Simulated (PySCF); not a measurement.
**CH3ClLi−, a complex of two parts: interaction energy**

One table from this session's results is given with a row withheld; the runs are named, their logs left out.

Programs: PySCF 2.14.0. All values are calculated, for the isolated system unless a continuum is named. Atoms count from 0, parts from 1.

### The system as given

6 atoms, charge -1, multiplicity 1; geometry: GFN2-xTB. Parts: 1 = atoms 0–4, `[Li][CH3]`, charge 0; 2 = atom 5, `[Cl-]`, charge -1.

The first run:

The job: settings as JSON, then the geometry in Å.

```
{"job": {"xc": "PBE0", "basis": "def2-TZVPD", "d3": "d3bj", "grid": 3, "kind": "geom", "shake": 0.01}, "charge": -1, "multiplicity": 1, "parts": [{"atoms": "0-4", "charge": 0, "multiplicity": 1}, {"atoms": "5-5", "charge": -1, "multiplicity": 1}]}
C     -0.102475     0.029415     0.053548
Li     0.998647    -0.807104    -1.394739
H     -0.944518     0.705735    -0.334102
H     -0.610670    -0.656756     0.700027
H      0.436668     0.687218     0.734625
Cl     2.202074    -1.717055    -2.926215
```

The run is started by

```sh
> OMP_NUM_THREADS=1 python cluster_run.py task.json out
```

This one command runs all jobs of the session in turn.

Steps of the session up to this table: Relaxing the molecule at PBE0-D3(BJ)/def2-TZVPD; Coupled-cluster interaction energy: CCSD(T) and MP2, 2.18 Å; Coupled-cluster interaction energy: CCSD(T) and MP2, 2.29 Å; Coupled-cluster interaction energy: CCSD(T) and MP2, 2.40 Å; Coupled-cluster interaction energy: CCSD(T) and MP2, 2.07 Å; Coupled-cluster interaction energy: CCSD(T) and MP2, 2.73 Å; Coupled-cluster interaction energy: CCSD(T) and MP2, 1.96 Å; Coupled-cluster interaction energy: CCSD(T) and MP2, 3.27 Å.

One table of the session follows, with a row left open; its other results are not shown here.

It belongs to the step «Coupled-cluster interaction energy: CCSD(T) and MP2, 3.27 Å». 

```
                 method  interaction energy (kcal/mol)
         HF/aug-cc-pVDZ                         -30.90
        MP2/aug-cc-pVDZ                         -31.08
       CCSD/aug-cc-pVDZ                              ?
    CCSD(T)/aug-cc-pVDZ                         -31.15
         HF/aug-cc-pVQZ                         -30.84
        MP2/aug-cc-pVQZ                         -31.12
    SCS-MP2/aug-cc-pVQZ                         -31.02
      MP2, extrapolated                         -31.12
CCSD(T), limit estimate                         -31.19
```

**Question.** Estimate the row for CCSD/aug-cc-pVDZ.

**Answer.** interaction energy (kcal/mol): -31.11. In the column «interaction energy (kcal/mol)» it lies between MP2, extrapolated (-31.12) and MP2/aug-cc-pVDZ (-31.08).
